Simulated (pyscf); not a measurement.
PH₂• + germane (GeH₄) → H₂P–GeH₃ + H atom (H•), a substitution at Ge (doublet surface; Ge–H broken, Ge–P formed). Structures and frequencies: ωB97X-D3(BJ)/def2-SVP in PySCF. MP2 and CC: frozen core, UHF for open shells. ΔMP2 is the change of the MP2 total energy from the triple- to the quadruple-zeta basis. Energies in eV from the separated reactants.

Small-basis levels: PySCF, no dispersion term, spherical d functions. Open shells are spin-unrestricted. 

Quick SVWN5/6-31G*+LANL2DZ single points give ΔE‡ = 0.53 eV and ΔE = +0.73 eV. What does CCSD(T)/def2-TZVPP + ΔMP2(QZVPP) give, and how far is the quick result from it?

CCSD(T)/def2-TZVPP + ΔMP2(QZVPP) gives ΔE‡ = 1.24 eV and ΔE = +0.94 eV. SVWN5/6-31G*+LANL2DZ lies 0.71 eV under it in the barrier and 0.21 eV under it in the reaction energy, so on this step it does not hold to within 0.13 eV. At SVWN5/6-31G*+LANL2DZ this geometry lies under one side, so its ΔE‡ may be no barrier of that level. CCSD(T)/def2-TZVPP + ΔMP2(QZVPP) has limits of its own. The same reactants have a lower exit, to PH₃ + GeH₃• (barrier +0.32 eV at ωB97M-D3(BJ), against +1.21 eV here). One saddle was located; it need not be the lowest between these sides. The angle at the attacked Ge is 70° (front-side attack). The CCSD(T) − MP2 part came from Ansatz, without density fitting, on the same reference. The frozen core leaves the outer d or s,p core shells of the metals and heavy elements correlated in the MP2 and CC values, and def2-TZVPP describes them poorly, which can shift differences by a few kcal/mol. In the def2 sets elements up to Kr have no core potential.
